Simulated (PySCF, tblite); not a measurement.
# HBrF−, an ion with solvent molecules: NMR shifts, interaction energy, infrared bands, spin-spin couplings, core binding energies and electronic excitations

An exercise on one series of results from a longer session: the logs are not shown, and one member is left open.

Programs: tblite 0.8.0 and PySCF 2.14.0. All values are calculated, for the isolated system unless a continuum is named. Atoms count from 0, parts from 1.

## Starting point

3 atoms, charge -1, multiplicity 1; geometry: rigid parts in contact. Parts: 1 = atom 0, `[Br-]`, charge -1; 2 = atoms 1–2, `F`, charge 0.

Set-up of the first run:

Job settings and geometry (Å):

```
{"job": {"kind": "dock", "xc": "GFN2-xTB", "basis": "xTB"}, "charge": -1, "multiplicity": 1, "parts": [{"atoms": "0-0", "charge": -1, "multiplicity": 1}, {"atoms": "1-2", "charge": 0, "multiplicity": 1}]}
Br     0.000000     0.000000     0.000000
F      1.117059    -1.035170     3.121706
H      0.786472    -0.517122     2.420411
```

With the program's defaults for keys left out, this is: GFN2-xTB search for minima from random contacts, gas phase.

Launch:

```sh
$ OMP_NUM_THREADS=1 python cluster_run.py task.json out
```

This one command runs all jobs of the session in turn.

Steps of the session up to this table: Search for minima with GFN2-xTB; Relaxing the molecule at PBE0-D3(BJ)/def2-TZVPD; Nuclear shieldings: PBE0/aug-pcSseg-3; Coupled-cluster interaction energy: CCSD(T) and MP2.

One of the session's tables, all rows but one given; the rest of the session is left out.

It belongs to the step «Coupled-cluster interaction energy: CCSD(T) and MP2». 

```
                 method  interaction energy (kcal/mol)
         HF/aug-cc-pVDZ                         -18.01
        MP2/aug-cc-pVDZ                         -19.74
       CCSD/aug-cc-pVDZ                         -18.99
    CCSD(T)/aug-cc-pVDZ                              ?
         HF/aug-cc-pVQZ                         -18.29
        MP2/aug-cc-pVQZ                         -21.57
    SCS-MP2/aug-cc-pVQZ                         -20.49
      MP2, extrapolated                         -21.90
CCSD(T), limit estimate                         -21.45
```

Estimate the missing values for CCSD(T)/aug-cc-pVDZ.

The run gave: interaction energy (kcal/mol): -19.30. In the column «interaction energy (kcal/mol)» it lies between MP2/aug-cc-pVDZ (-19.74) and CCSD/aug-cc-pVDZ (-18.99).

Caveats from the session: The interaction energy leaves out the deformation of the parts, 1.62 kcal/mol (MP2); added to the CCSD(T) estimate it gives a binding of about -19.84 kcal/mol.
